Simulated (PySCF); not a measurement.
# dichlorosilane (SiH2Cl2): electronic excitations and core binding energies

Aim: predict the electronic excitations and core binding energies of dichlorosilane (SiH2Cl2) (`Cl[SiH2]Cl`).

Programs: PySCF 2.14.0, with density-fitted response routines of our own. Each step states its level of theory. These are calculated values for one molecule in the gas phase, unless marked as measured. Atoms count from 0, in the outputs and in this text.

### 1 The molecule as given

5 atoms, charge 0, multiplicity 1; geometry from: GFN2-xTB.

Bonds of the start (Å): Cl0–Si1 2.01, Si1–Cl2 2.01, Si1–H3 1.45, Si1–H4 1.45.

### 2 Excited states and response: B3LYP/def2-SVPD

Job settings and geometry (Å):

```
{"job": {"kind": "uv", "xc": "B3LYP", "basis": "def2-SVPD", "nstates": 8, "ntriplets": 3}, "charge": 0, "multiplicity": 1}
Cl    -1.618595     1.052375    -0.047595
Si    -0.001230    -0.139018     0.003698
Cl     1.664937     0.982306    -0.060798
H     -0.012116    -0.886822     1.251711
H     -0.024375    -1.005989    -1.164202
```

Level: TDDFT B3LYP/def2-SVPD, vertical, gas phase, core orbitals frozen in the response.

The log of the run:

```text
coarse grid: 6112 points
cycle   1  E = -1210.7168560992  dE =  2.064e-01  |g| = 2.779e-01  |ddm| = 2.515e+00
cycle   2  E = -1210.7073405059  dE =  9.516e-03  |g| = 3.314e-01  |ddm| = 8.378e-01
cycle   3  E = -1210.7388522913  dE = -3.151e-02  |g| = 2.509e-02  |ddm| = 4.526e-01
cycle   4  E = -1210.7390406484  dE = -1.884e-04  |g| = 7.288e-03  |ddm| = 3.777e-02
cycle   5  E = -1210.7390554356  dE = -1.479e-05  |g| = 1.287e-03  |ddm| = 1.192e-02
cycle   6  E = -1210.7390559599  dE = -5.242e-07  |g| = 2.290e-04  |ddm| = 2.640e-03
final grid: 46168 points
cycle   7  E = -1210.8651646488  dE = -3.359e-06  |g| = 2.108e-03  |ddm| = 1.629e-02
cycle   8  E = -1210.8651643022  dE =  3.466e-07  |g| = 2.307e-03  |ddm| = 5.837e-03
cycle   9  E = -1210.8651657610  dE = -1.459e-06  |g| = 2.094e-04  |ddm| = 3.189e-03
cycle  10  E = -1210.8651657745  dE = -1.356e-08  |g| = 3.452e-05  |ddm| = 2.808e-04
cycle  11  E = -1210.8651657749  dE = -3.672e-10  |g| = 6.469e-06  |ddm| = 6.702e-05
converged SCF energy = -1210.8651657749

Static polarisability (au): isotropic 52.605, principal 45.423 51.002 61.390

Singlet excitations
state   eV       nm        f      main configurations
  1   7.4852    165.6   0.01192   H->L 0.99
  2   7.5953    163.2   0.00000   H->L+1 0.99
  3   7.9859    155.3   0.03244   H-1->L 0.85, H-3->L+1 0.13
  4   8.0711    153.6   0.02429   H-1->L+1 0.97
  5   8.1428    152.3   0.00000   H-2->L 0.98
  6   8.1473    152.2   0.00676   H->L+2 0.98
  7   8.3256    148.9   0.02650   H-2->L+1 0.98
  8   8.3734    148.1   0.02862   H-3->L 0.98

Triplet excitations (Tamm-Dancoff, eV): 7.1887 7.2509 7.4916
```

Run time: 3.5 s. Hardware: 1 thread, shared host.

The orbitals next to the gap, with their largest atomic shares:

```csv
orbital,eV,atoms
HOMO−3,-9.69,"Cl2 39 %, Cl0 39 %, Si1 15 %"
HOMO−2,-9.57,"Cl0 45 %, Cl2 45 %, Si1 9 %"
HOMO−1,-9.24,"Cl0 48 %, Cl2 48 %"
HOMO,-8.92,"Cl0 29 %, Cl2 29 %, Si1 19 %"
LUMO,-0.25,"Si1 32 %, Cl0 24 %, Cl2 24 %"
LUMO+1,-0.17,"Si1 34 %, Cl2 21 %, Cl0 21 %"
LUMO+2,0.19,"Si1 45 %, Cl0 14 %, Cl2 14 %"
```

With each of the 8 states as a Gaussian band of 0.4 eV half-width at 1/e, the curve within the window shown has maxima at 152 nm (ε 4,100) L/(mol cm). Beyond the last state computed it falls off for lack of states. The curve at chosen wavelengths:

```
 nm  ε (L/mol/cm)
143          1383
144          1789
146          2662
147          3079
149          3748
150          3962
152          4100
153          4026
155          3642
156          3364
158          2731
159          2410
161          1824
162          1574
164          1168
165          1008
167           753
168           651
170           480
171           408
173           286
174           235
176           152
177           120
179            71
180            54
```

Further results of this job:

```csv
property,computed
dipole moment (D),1.16
polarisability (Å³),7.80
HOMO–LUMO gap (eV),8.67
−ε(HOMO) (eV),8.92
```

### 3 Core-electron binding energies: SCAN, X2C

Job settings and geometry (Å):

```
{"job": {"kind": "xps"}, "charge": 0, "multiplicity": 1}
Cl    -1.618595     1.052375    -0.047595
Si    -0.001230    -0.139018     0.003698
Cl     1.664937     0.982306    -0.060798
H     -0.012116    -0.886822     1.251711
H     -0.024375    -1.005989    -1.164202
```

Method: delta-SCF UKS SCAN, pcX-2 on the ionised atom, pcseg-1 elsewhere, spin-free X2C.

The log of the run:

```text
ground state, core basis on atom 0 (Cl), 106 functions
  cycle   1  E = -1214.47600888  |g| = 3.10e-01
  cycle   2  E = -1214.46249785  |g| = 3.92e-01
  cycle   3  E = -1214.49919243  |g| = 4.26e-02
  cycle   4  E = -1214.49954933  |g| = 1.83e-02
  cycle   5  E = -1214.49963219  |g| = 3.25e-03
  cycle   6  E = -1214.49963402  |g| = 1.13e-03
  cycle   7  E = -1214.49963694  |g| = 3.14e-04
  E(ground) = -1214.52378152 Eh
hole in Cl 1s of atom 0
  cycle   1  E = -1109.28383677  |g| = 5.47e+00
  cycle   2  E = -1109.83145501  |g| = 2.11e+00
  cycle   3  E = -1110.31432378  |g| = 6.62e-01
  cycle   4  E = -1110.49309382  |g| = 2.17e-01
  cycle   5  E = -1110.51731867  |g| = 8.64e-02
  cycle   6  E = -1110.52190335  |g| = 2.50e-02
  cycle   7  E = -1110.52220523  |g| = 9.20e-03
  cycle   8  E = -1110.52224403  |g| = 1.69e-03
  cycle   9  E = -1110.52224483  |g| = 2.73e-04
  E(ion) = -1110.55352403 Eh   <S^2> = 0.7519   hole on atom = 1.000   binding energy = 2829.175 eV
hole in Cl 2p of atom 0
  cycle   1  E = -1206.41892598  |g| = 1.70e+00
  cycle   2  E = -1206.47494571  |g| = 1.20e+00
  cycle   3  E = -1206.84466534  |g| = 2.20e-01
  cycle   4  E = -1206.86655336  |g| = 1.23e-01
  cycle   5  E = -1206.87604313  |g| = 3.55e-02
  cycle   6  E = -1206.87678240  |g| = 8.47e-03
  cycle   7  E = -1206.87681587  |g| = 2.70e-03
  cycle   8  E = -1206.87681955  |g| = 3.41e-04
  E(ion) = -1206.90934001 Eh   <S^2> = 0.7517   hole on atom = 1.001   binding energy = 207.200 eV
  2p3/2 = 206.614 eV   2p1/2 = 208.268 eV
ground state, core basis on atom 1 (Si), 106 functions
  cycle   1  E = -1214.41451567  |g| = 2.90e-01
  cycle   2  E = -1214.41444291  |g| = 5.40e-02
  cycle   3  E = -1214.41423281  |g| = 5.30e-02
  cycle   4  E = -1214.41488734  |g| = 8.21e-03
  cycle   5  E = -1214.41490675  |g| = 4.68e-04
  E(ground) = -1214.41293510 Eh
hole in Si 1s of atom 1
  cycle   1  E = -1145.41572206  |g| = 4.35e+00
  cycle   2  E = -1145.18019864  |g| = 2.32e+00
  cycle   3  E = -1145.73780992  |g| = 1.06e+00
  cycle   4  E = -1146.40011794  |g| = 3.42e-01
  cycle   5  E = -1146.46830509  |g| = 4.32e-02
  cycle   6  E = -1146.46901796  |g| = 1.26e-02
  cycle   7  E = -1146.46912614  |g| = 3.97e-03
  cycle   8  E = -1146.46913772  |g| = 1.02e-03
  cycle   9  E = -1146.46913777  |g| = 2.63e-04
  E(ion) = -1146.47116369 Eh   <S^2> = 0.7522   hole on atom = 1.000   binding energy = 1848.790 eV
hole in Si 2p of atom 1
  cycle   1  E = -1210.08020141  |g| = 1.24e+00
  cycle   2  E = -1209.69158991  |g| = 1.33e+00
  cycle   3  E = -1210.28374655  |g| = 4.28e-01
  cycle   4  E = -1210.39721350  |g| = 8.98e-02
  cycle   5  E = -1210.40185872  |g| = 1.31e-02
  cycle   6  E = -1210.40195450  |g| = 4.93e-03
  cycle   7  E = -1210.40197127  |g| = 1.32e-03
  cycle   8  E = -1210.40197169  |g| = 2.55e-04
  E(ion) = -1210.40807193 Eh   <S^2> = 0.7519   hole on atom = 1.003   binding energy = 108.978 eV
  2p3/2 = 108.817 eV   2p1/2 = 109.445 eV
```

Run time: 6 s. Hardware: 1 thread, shared host.

Binding energies by hole, beside the orbital energy of the ground state; the difference holds orbital relaxation and, for a density functional, its self-interaction error:

```csv
hole,stands for,environment,ΔSCF (eV; 2p as the shell's mean),−ε (eV),⟨S²⟩
Cl1s on Cl0,"Cl0, Cl2",chlorine bonded to Si,2829.17,2764.0,0.752
Cl2p on Cl0,"Cl0, Cl2",chlorine bonded to Si,207.17,193.9,0.752
Si1s on Si1,Si1,"silicon bonded to 2 Cl, 2 H",1848.79,1795.4,0.752
Si2p on Si1,Si1,"silicon bonded to 2 Cl, 2 H",109.03,98.1,0.752
```

Each hole run stands for the others of its class of like atoms.

With the spin-orbit splitting: Cl0 2p3/2 206.61, 2p1/2 208.27 eV; Si1 2p3/2 108.82, 2p1/2 109.44 eV. The table gives each 2p level as the mean over the whole 2p shell (two parts 2p3/2, one part 2p1/2), which differs a little from the single hole in the log.

### 4 Results

| quantity | value |
| --- | --- |
| lowest singlet (B3LYP/def2-SVPD) | 7.49 eV (166 nm), f = 0.012 |
| brightest single state of those computed | state 3, 7.99 eV, f = 0.032 |
| lowest triplet | 7.19 eV |
| Cl1s binding energies, SCAN/pcX-2 | Cl0 2829.17 eV |
| Cl2p binding energies, SCAN/pcX-2 | Cl0 207.17 eV |
| Si1s binding energies, SCAN/pcX-2 | Si1 1848.79 eV |
| Si2p binding energies, SCAN/pcX-2 | Si1 109.03 eV |

The first singlet state (HOMO→LUMO 0.99) lies at 7.49 eV and is weak; of the 8 states computed, the strongest absorption comes from state 3 at 7.99 eV. The lowest triplet lies 0.30 eV below the lowest singlet (triplets in Tamm-Dancoff, singlets in full TDDFT).
